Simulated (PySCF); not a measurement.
Worked example: correlation energy of CH2, triplet

Geometry: MP2(full)/6-31G*, from the G2/97 set.

```xyz
3

C     0.0000    0.0000    0.0635
H     0.0000    0.9826   -0.3781
H     0.0000   -0.9826   -0.3781
```

Basis 6-31G* (Cartesian d functions); PySCF 2.14.0. Only valence electrons are correlated (noble-gas cores frozen), which leaves 6 electrons in 18 orbitals. Prefix R: restricted or restricted open-shell reference; prefix U: unrestricted.

Full CI is exact within this basis and frozen core; it isn't the basis-set limit. The frozen core follows each run's orbitals, which can shift R against U totals by a few meV.

Restricted and unrestricted runs freeze slightly different cores, so steps under 0.1 kcal/mol mean nothing.

```
   level  total energy (hartree)
     UHF              -38.921424
    UMP2              -39.003386
   UCCSD              -39.021226
UCCSD(T)              -39.022652
  UCCSDT              -39.022969
 full CI              -39.022968
```

**Question.** What is the correlation energy at full CI, and what share of it do UMP2 and UCCSD(T) recover?

**Answer.** E(corr) = -39.022968 − (-38.921424) = -0.101544 hartree = -2.763 eV. UMP2: -0.081962 / -0.101544 = 80.72 %. UCCSD(T): -0.101228 / -0.101544 = 99.69 %.

**Question.** By how many kcal/mol does UCCSD(T) miss full CI (1 hartree = 627.509 kcal/mol), and which steps make up the rest?

**Answer.** -39.022652 − (-39.022968) = 0.000316 hartree = 0.20 kcal/mol. Steps: UCCSDT − UCCSD(T) = -0.20, full CI − UCCSDT = 0.00 kcal/mol. That is within 1 kcal/mol of the reference in this basis, which itself misses far more of the correlation at the basis-set limit.
